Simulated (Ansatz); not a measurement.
`C=C(C)C(F)Cl`, charge 0, multiplicity 1.

**Question.** Give a relaxed structure at PBE0-D4/def2-TZVP (Ansatz). (Estimate.)

**Answer.** Computed: 
```xyz
12

C    -0.545   -1.240    0.780
C    -0.091   -0.212    0.076
C    -0.668    0.232   -1.227
C     1.090    0.569    0.554
F     1.652    0.034    1.665
Cl    0.622    2.260    0.928
H    -1.388   -1.821    0.426
H    -0.091   -1.530    1.719
H    -1.074    1.244   -1.151
H    -1.466   -0.440   -1.544
H     0.096    0.252   -2.011
H     1.864    0.651   -0.214
```
This is one stationary point; other conformers may exist.
